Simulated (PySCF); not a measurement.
# Working out the ionisation energy of Ne

Ne [Ne] (1S) → Ne⁺ [He] 2s2 2p5 (2P). Computed with PySCF 2.14 in def2-TZVPPD (6s4p3d1f, 40 functions), with no relativity, point nucleus. Frozen: nothing. Energies in hartree (1 hartree = 27.21139 eV):

| part | Ne (lower) | Ne⁺ (upper) |
| --- | --- | --- |
| UHF | -128.541803 | -127.818690 |
| CCSD correlation | -0.285948 | -0.225389 |
| (T) | -0.004497 | -0.002389 |

**Question.** What does Hartree-Fock give?

**Answer.** (-127.818690) − (-128.541803) = 0.723113 hartree = 19.677 eV.

**Question.** What do CCSD and CCSD(T) give?

**Answer.** The CCSD correlation energies differ by 0.060559 hartree = 1.648 eV and the triples by 0.002108 hartree = 0.057 eV, so CCSD gives 21.325 eV and CCSD(T) 21.382 eV.

Measured between the centres of the two terms (NIST): 21.597 eV, so CCSD(T) (valence and next inner shell) is off by -0.215 eV.

What remains against the reference includes basis incompleteness and higher excitations.
